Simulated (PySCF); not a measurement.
Ionising AlH

PBE; PySCF, spin-free X2C with a Gaussian nucleus, basis sets Al x2c-SVPall, H x2c-SVPall. Neutral (UKS): singlet (closed shell), Re = 1.685 Å, ωe = 1591 cm⁻¹, De = 3.00 eV, HOMO -4.86 eV, LUMO -2.52 eV.

AlH⁺ (UKS): doublet (σ ↑), Re = 1.644 Å, ωe = 1582 cm⁻¹, De = 0.93 eV to Al⁺ + H. The energies at the minima are -243.18561 hartree for AlH and -242.88703 for AlH⁺.

(1) Work out the adiabatic ionisation energy, without and with harmonic zero-point energies (1 hartree = 27.2114 eV, 1 eV = 8065.5 cm⁻¹), and the change of the bond length.

For an ion De counts to the pair picked by the measured ionisation energies or electron affinities, which need not be the lowest pair at this level. States were picked by a PBE0 search and need not be the measured ground states.

Results:

(1) At PBE: 0.29858 hartree = 8.125 eV between the minima; the zero-point term (1582.0 − 1591.0)/2 cm⁻¹ = -0.001 eV makes it 8.124 eV. Re changes by -4.1 pm against the neutral. Minus the HOMO energy is 4.86 eV, -3.26 eV from the value between the minima; self-interaction puts the Kohn–Sham level too high, less so with exact exchange. The electron leaves a σ orbital, and the shorter bond of the ion fits an antibonding orbital, or a change in how ionic the bond is.
